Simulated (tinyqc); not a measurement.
CIS on RHF in the sto-3g basis, for BH2+, spin multiplicity 1, step by step. One step of it, computed by the program tinyqc.

Task: Integrals over molecular orbitals. (pq|rs) = sum C_ip C_jq C_kr C_ls (ij|kl), one index at a time.

coefficients C:
```
,MO1,MO2,MO3,MO4,MO5,MO6,MO7
1B 1s,0.992450,-0.241528,0.000000,0.118325,0.000000,-0.177750,0.000000
1B 2s,0.028160,0.738079,0.000000,-0.485707,0.000000,0.824589,0.000000
1B 2px,0.000000,0.000000,0.000000,0.000000,1.000000,0.000000,0.000000
1B 2py,0.000000,0.000000,0.579481,0.000000,0.000000,0.000000,1.041704
1B 2pz,0.000373,0.065847,0.000000,0.832585,0.000000,0.588322,0.000000
2H 1s,-0.004369,0.293970,0.401492,0.277485,0.000000,-0.718336,-0.757074
3H 1s,-0.004369,0.293970,-0.401492,0.277485,0.000000,-0.718336,0.757074
```

core Hamiltonian H = T + V (hartree), lower triangle:
```
,1B 1s,1B 2s,1B 2px,1B 2py,1B 2pz,2H 1s,3H 1s
1B 1s,-13.059570
1B 2s,-3.386224,-4.141060
1B 2px,0.000000,0.000000,-3.289863
1B 2py,0.000000,0.000000,0.000000,-3.440339
1B 2pz,-0.008135,-0.077530,0.000000,0.000000,-3.306730
2H 1s,-0.489480,-1.294817,0.000000,-1.201953,-0.411768,-2.497550
3H 1s,-0.489480,-1.294817,0.000000,1.201953,-0.411768,-0.132994,-2.497550
```

Two-electron integrals (ij|kl) in chemists' order, unique and non-zero (hartree):
```
i,j,k,l,(ij|kl)
1,1,1,1,2.923513
2,1,1,1,0.518376
2,1,2,1,0.109262
2,2,1,1,0.744229
2,2,2,1,0.193177
2,2,2,2,0.544804
3,1,3,1,0.020264
3,2,3,1,0.029996
3,2,3,2,0.120346
3,3,1,1,0.742491
3,3,2,1,0.193240
3,3,2,2,0.544682
3,3,3,3,0.586773
4,1,4,1,0.020264
4,2,4,1,0.029996
4,2,4,2,0.120346
4,3,4,3,0.031630
4,4,1,1,0.742491
4,4,2,1,0.193240
4,4,2,2,0.544682
4,4,3,3,0.523513
4,4,4,4,0.586773
5,1,5,1,0.020264
5,2,5,1,0.029996
5,2,5,2,0.120346
5,3,5,3,0.031630
5,4,5,4,0.031630
5,5,1,1,0.742491
5,5,2,1,0.193240
5,5,2,2,0.544682
5,5,3,3,0.523513
5,5,4,4,0.523513
5,5,5,5,0.586773
6,1,1,1,0.073596
6,1,2,1,0.015467
6,1,2,2,0.027472
6,1,3,3,0.027347
6,1,4,1,0.001032
6,1,4,2,0.001922
6,1,4,4,0.027699
6,1,5,1,0.000346
6,1,5,2,0.000643
6,1,5,4,0.000118
6,1,5,5,0.027387
6,1,6,1,0.002255
6,2,1,1,0.196763
6,2,2,1,0.051978
6,2,2,2,0.163810
6,2,3,3,0.158957
6,2,4,1,0.005387
6,2,4,2,0.034370
6,2,4,4,0.171904
6,2,5,1,0.001804
6,2,5,2,0.011507
6,2,5,4,0.004335
6,2,5,5,0.160408
6,2,6,1,0.007856
6,2,6,2,0.071322
6,3,3,1,0.004920
6,3,3,2,0.023681
6,3,4,3,0.006219
6,3,5,3,0.002082
6,3,6,3,0.007317
6,4,1,1,0.182249
6,4,2,1,0.048744
6,4,2,2,0.162052
6,4,3,3,0.153568
6,4,4,1,0.009203
6,4,4,2,0.054312
6,4,4,4,0.177546
6,4,5,1,0.001434
6,4,5,2,0.010256
6,4,5,4,0.005946
6,4,5,5,0.154862
6,4,6,1,0.007678
6,4,6,2,0.082304
6,4,6,4,0.100359
6,5,1,1,0.061018
6,5,2,1,0.016320
6,5,2,2,0.054256
6,5,3,3,0.051415
6,5,4,1,0.001434
6,5,4,2,0.010256
6,5,4,4,0.055279
6,5,5,1,0.005400
6,5,5,2,0.027115
6,5,5,4,0.007512
6,5,5,5,0.056013
6,5,6,1,0.002571
6,5,6,2,0.027556
6,5,6,4,0.031151
6,5,6,5,0.017746
6,6,1,1,0.367032
6,6,2,1,0.098684
6,6,2,2,0.353102
6,6,3,3,0.332946
6,6,4,1,0.011535
6,6,4,2,0.099768
6,6,4,4,0.386882
6,6,5,1,0.003862
6,6,5,2,0.033403
6,6,5,4,0.018058
6,6,5,5,0.338992
6,6,6,1,0.015114
6,6,6,2,0.203517
6,6,6,4,0.253937
6,6,6,5,0.085020
6,6,6,6,0.774606
7,1,1,1,0.073596
7,1,2,1,0.015467
7,1,2,2,0.027472
7,1,3,3,0.027347
7,1,4,1,-0.001032
7,1,4,2,-0.001922
7,1,4,4,0.027699
7,1,5,1,0.000346
7,1,5,2,0.000643
7,1,5,4,-0.000118
7,1,5,5,0.027387
7,1,6,1,0.002142
7,1,6,2,0.007088
7,1,6,4,0.006393
7,1,6,5,0.002332
7,1,6,6,0.013391
7,1,7,1,0.002255
7,2,1,1,0.196763
7,2,2,1,0.051978
7,2,2,2,0.163810
7,2,3,3,0.158957
7,2,4,1,-0.005387
7,2,4,2,-0.034370
7,2,4,4,0.171904
7,2,5,1,0.001804
7,2,5,2,0.011507
7,2,5,4,-0.004335
7,2,5,5,0.160408
7,2,6,1,0.007088
7,2,6,2,0.042343
7,2,6,4,0.037502
7,2,6,5,0.015996
7,2,6,6,0.089156
7,2,7,1,0.007856
7,2,7,2,0.071322
7,3,3,1,0.004920
7,3,3,2,0.023681
7,3,4,3,-0.006219
7,3,5,3,0.002082
7,3,6,3,0.003773
7,3,7,3,0.007317
7,4,1,1,-0.182249
7,4,2,1,-0.048744
7,4,2,2,-0.162052
7,4,3,3,-0.153568
7,4,4,1,0.009203
7,4,4,2,0.054312
7,4,4,4,-0.177546
7,4,5,1,-0.001434
7,4,5,2,-0.010256
7,4,5,4,0.005946
7,4,5,5,-0.154862
7,4,6,1,-0.006393
7,4,6,2,-0.037502
7,4,6,4,-0.030688
7,4,6,5,-0.013958
7,4,6,6,-0.077729
7,4,7,1,-0.007678
7,4,7,2,-0.082304
7,4,7,4,0.100359
7,5,1,1,0.061018
7,5,2,1,0.016320
7,5,2,2,0.054256
7,5,3,3,0.051415
7,5,4,1,-0.001434
7,5,4,2,-0.010256
7,5,4,4,0.055279
7,5,5,1,0.005400
7,5,5,2,0.027115
7,5,5,4,-0.007512
7,5,5,5,0.056013
7,5,6,1,0.002332
7,5,6,2,0.015996
7,5,6,4,0.013958
7,5,6,5,0.009682
7,5,6,6,0.034893
7,5,7,1,0.002571
7,5,7,2,0.027556
7,5,7,4,-0.031151
7,5,7,5,0.017746
7,6,1,1,0.018992
7,6,2,1,0.004989
7,6,2,2,0.015410
7,6,3,3,0.015086
7,6,4,4,0.015658
7,6,5,1,0.000324
7,6,5,2,0.001979
7,6,5,5,0.015472
7,6,6,1,0.000719
7,6,6,2,0.005204
7,6,6,4,0.005304
7,6,6,5,0.002215
7,6,6,6,0.012602
7,6,7,1,0.000719
7,6,7,2,0.005204
7,6,7,4,-0.005304
7,6,7,5,0.002215
7,6,7,6,0.000499
7,7,1,1,0.367032
7,7,2,1,0.098684
7,7,2,2,0.353102
7,7,3,3,0.332946
7,7,4,1,-0.011535
7,7,4,2,-0.099768
7,7,4,4,0.386882
7,7,5,1,0.003862
7,7,5,2,0.033403
7,7,5,4,-0.018058
7,7,5,5,0.338992
7,7,6,1,0.013391
7,7,6,2,0.089156
7,7,6,4,0.077729
7,7,6,5,0.034893
7,7,6,6,0.194656
7,7,7,1,0.015114
7,7,7,2,0.203517
7,7,7,4,-0.253937
7,7,7,5,0.085020
7,7,7,6,0.012602
7,7,7,7,0.774606
```

Give: one-electron integrals over orbitals h = C^T H C; Two-electron integrals over orbitals.

Result:

one-electron integrals over orbitals h = C^T H C (hartree), lower triangle:
```
,1,2,3,4,5,6,7
1,-13.047
2,0.293,-3.303
3,0.000,0.000,-3.036
4,-0.151,0.165,0.000,-3.154
5,0.000,0.000,0.000,0.000,-3.290
6,0.191,-0.493,0.000,-0.297,0.000,-2.655
7,0.000,0.000,-0.590,0.000,0.000,0.000,-2.652
```

Two-electron integrals over orbitals (pq|rs), unique and non-zero (hartree):
```
p,q,r,s,(pq|rs)
1,1,1,1,2.892
2,1,1,1,-0.263
2,1,2,1,0.038
2,2,1,1,0.615
2,2,2,1,-0.009
2,2,2,2,0.451
3,1,3,1,0.008
3,2,3,1,0.014
3,2,3,2,0.136
3,3,1,1,0.531
3,3,2,1,-3.71e-03
3,3,2,2,0.440
3,3,3,3,0.458
4,1,1,1,0.127
4,1,2,1,-0.017
4,1,2,2,0.009
4,1,3,3,4.48e-03
4,1,4,1,0.024
4,2,1,1,-0.089
4,2,2,1,0.006
4,2,2,2,2.55e-03
4,2,3,3,0.012
4,2,4,1,0.014
4,2,4,2,0.077
4,3,3,1,-1.58e-03
4,3,3,2,0.031
4,3,4,3,0.034
4,4,1,1,0.691
4,4,2,1,-0.011
4,4,2,2,0.443
4,4,3,3,0.414
4,4,4,1,-0.010
4,4,4,2,-0.078
4,4,4,4,0.555
5,1,5,1,0.022
5,2,5,1,0.023
5,2,5,2,0.077
5,3,5,3,0.018
5,4,5,1,-0.010
5,4,5,2,-0.030
5,4,5,4,0.039
5,5,1,1,0.742
5,5,2,1,-0.010
5,5,2,2,0.468
5,5,3,3,0.421
5,5,4,1,4.39e-03
5,5,4,2,-0.046
5,5,4,4,0.499
5,5,5,5,0.587
6,1,1,1,-0.187
6,1,2,1,0.028
6,1,2,2,-3.67e-03
6,1,3,3,-1.17e-03
6,1,4,1,-3.07e-03
6,1,4,2,0.013
6,1,4,4,-0.015
6,1,5,5,-0.006
6,1,6,1,0.027
6,2,1,1,0.192
6,2,2,1,-0.007
6,2,2,2,0.051
6,2,3,3,0.009
6,2,4,1,0.013
6,2,4,2,-3.38e-03
6,2,4,4,0.055
6,2,5,5,0.101
6,2,6,1,1.22e-03
6,2,6,2,0.087
6,3,3,1,1.08e-03
6,3,3,2,-0.067
6,3,4,3,-0.032
6,3,6,3,0.080
6,4,1,1,0.100
6,4,2,1,-4.54e-04
6,4,2,2,0.029
6,4,3,3,9.49e-04
6,4,4,1,0.006
6,4,4,2,-4.25e-03
6,4,4,4,0.045
6,4,5,5,0.051
6,4,6,1,3.28e-03
6,4,6,2,0.055
6,4,6,4,0.043
6,5,5,1,0.016
6,5,5,2,0.049
6,5,5,4,-0.008
6,5,6,5,0.039
6,6,1,1,0.570
6,6,2,1,-0.007
6,6,2,2,0.445
6,6,3,3,0.442
6,6,4,1,0.019
6,6,4,2,0.050
6,6,4,4,0.399
6,6,5,5,0.428
6,6,6,1,4.43e-03
6,6,6,2,0.033
6,6,6,4,0.018
6,6,6,6,0.491
7,1,3,1,0.013
7,1,3,2,0.019
7,1,4,3,-2.65e-03
7,1,6,3,1.63e-03
7,1,7,1,0.020
7,2,3,1,0.009
7,2,3,2,-0.006
7,2,4,3,-0.031
7,2,6,3,0.050
7,2,7,1,0.013
7,2,7,2,0.055
7,3,1,1,0.229
7,3,2,1,-0.006
7,3,2,2,0.056
7,3,3,3,0.027
7,3,4,1,4.28e-04
7,3,4,2,-0.051
7,3,4,4,0.099
7,3,5,5,0.116
7,3,6,1,-0.005
7,3,6,2,0.074
7,3,6,4,0.048
7,3,6,6,2.14e-03
7,3,7,3,0.111
7,4,3,1,-0.007
7,4,3,2,-0.067
7,4,4,3,-3.49e-03
7,4,6,3,0.046
7,4,7,1,-0.011
7,4,7,2,0.006
7,4,7,4,0.053
7,5,5,3,0.017
7,5,7,5,0.019
7,6,3,1,0.009
7,6,3,2,0.116
7,6,4,3,0.045
7,6,6,3,-0.082
7,6,7,1,0.013
7,6,7,2,-0.035
7,6,7,4,-0.059
7,6,7,6,0.127
7,7,1,1,0.629
7,7,2,1,-0.009
7,7,2,2,0.449
7,7,3,3,0.463
7,7,4,1,3.75e-03
7,7,4,2,-4.12e-03
7,7,4,4,0.447
7,7,5,5,0.448
7,7,6,1,-0.006
7,7,6,2,0.014
7,7,6,4,1.74e-03
7,7,6,6,0.457
7,7,7,3,0.039
7,7,7,7,0.494
```
